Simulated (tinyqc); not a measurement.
Worked calculation: Born-Oppenheimer dynamics on the PBE/sto-3g surface (energies and gradients from PySCF), for H2O, spin multiplicity 1. Computed by tinyqc, a small Python program that keeps every step (integrals from PySCF). Settings: charge = 0, multiplicity = 1, basis = sto-3g, functional = pbe,pbe, time step (fs) = 1.0, steps = 16. Command: `OMP_NUM_THREADS=1 python tinyqc.py 25680 25681 out.jsonl` (the two numbers bound the seeds that draw the settings). One thread of a shared host (Intel(R) Xeon(R) Processor @ 2.60GHz), about 7 s of CPU time with the checks.

## Velocity Verlet step 1

positions (bohr), order 1O, 2H, 3H:
$$\begin{pmatrix}
0.01890 & -0.00567 & 0.06047 \\
0.00756 & 1.48532 & 0.86172 \\
0.02457 & -1.48910 & 0.93163
\end{pmatrix}$$

velocities (bohr per atomic time unit), order 1O, 2H, 3H:
$$\begin{pmatrix}
0.00000442 & -0.00000313 & 0.00016362 \\
-0.00011858 & 0.00058687 & -0.00167038 \\
0.00004842 & -0.00053713 & -0.00092638
\end{pmatrix}$$

gradient (hartree/bohr), order 1O, 2H, 3H:
$$\begin{pmatrix}
-0.0008961 & 0.0288016 & 0.2167470 \\
0.0010700 & -0.1185845 & -0.1137434 \\
-0.0001740 & 0.0897835 & -0.1029987
\end{pmatrix}$$

masses (electron masses): 1O 29156.94639, 2H 1837.15259, 3H 1837.15259

gradient after step 1 (hartree/bohr), order 1O, 2H, 3H:
$$\begin{pmatrix}
-0.0011358 & 0.0218764 & 0.1734670 \\
0.0010406 & -0.0675898 & -0.0901371 \\
0.0000937 & 0.0457185 & -0.0833227
\end{pmatrix}$$

dt = 1 fs = 41.3414 atomic units; x' = x + v dt - g dt^2 / (2m); after the new gradient g', v' = v - (g + g') dt / (2m).

positions after step 1 (bohr), order 1O, 2H, 3H:
$$\begin{pmatrix}
0.01911 & -0.00664 & 0.06088 \\
0.00216 & 1.56475 & 0.84557 \\
0.02665 & -1.55307 & 0.94125
\end{pmatrix}$$

velocities after step 1 (bohr per atomic time unit), order 1O, 2H, 3H:
$$\begin{pmatrix}
0.00000586 & -0.00003906 & -0.00011302 \\
-0.00014233 & 0.00268160 & 0.00062358 \\
0.00004932 & -0.00206173 & 0.00117001
\end{pmatrix}$$

## Velocity Verlet step 2

gradient after step 2 (hartree/bohr), order 1O, 2H, 3H:
$$\begin{pmatrix}
-0.0007487 & 0.0023265 & 0.0972104 \\
0.0001705 & 0.0193433 & -0.0489910 \\
0.0005752 & -0.0216570 & -0.0482094
\end{pmatrix}$$

As before.

positions after step 2 (bohr), order 1O, 2H, 3H:
$$\begin{pmatrix}
0.01938 & -0.00890 & 0.05113 \\
-0.00421 & 1.70705 & 0.91327 \\
0.02864 & -1.65957 & 1.02837
\end{pmatrix}$$

velocities after step 2 (bohr per atomic time unit), order 1O, 2H, 3H:
$$\begin{pmatrix}
0.00000720 & -0.00005622 & -0.00030492 \\
-0.00015595 & 0.00322445 & 0.00218897 \\
0.00004180 & -0.00233246 & 0.00264994
\end{pmatrix}$$

## Energy conservation

The total energy should stay constant up to terms of order dt^2; the step counts as short enough if it moves by less than 2 % of the largest kinetic energy.

Trajectory:
```
time (fs)  1O-2H (angstrom)  potential (hartree)  kinetic (hartree)  total (hartree)
0.00000             0.89573          -75.1867951          0.0043385      -75.1824567
1.00000             0.92950          -75.1976220          0.0123546      -75.1852674
2.00000             1.01629          -75.2130313          0.0268260      -75.1862053
3.00000             1.10725          -75.2121611          0.0268871      -75.1852741
4.00000             1.17429          -75.2056479          0.0210593      -75.1845886
5.00000             1.20483          -75.2039779          0.0196431      -75.1843348
6.00000             1.19458          -75.2112115          0.0266751      -75.1845364
7.00000             1.14533          -75.2239929          0.0385999      -75.1853930
8.00000             1.06727          -75.2292306          0.0424435      -75.1867871
9.00000             0.98548          -75.2099566          0.0238137      -75.1861429
10.00000            0.94307          -75.1835035          0.0011263      -75.1823772
11.00000            0.97264          -75.1974648          0.0126544      -75.1848104
12.00000            1.05222          -75.2230936          0.0361852      -75.1869084
13.00000            1.13651          -75.2253516          0.0395528      -75.1857987
14.00000            1.19583          -75.2146729          0.0299294      -75.1847436
15.00000            1.21722          -75.2063734          0.0219937      -75.1843797
16.00000            1.19723          -75.2063476          0.0218295      -75.1845181
```

The total energy moves within 4.5e-03 hartree; that is over 2 % of the largest kinetic energy, so the time step is too long.
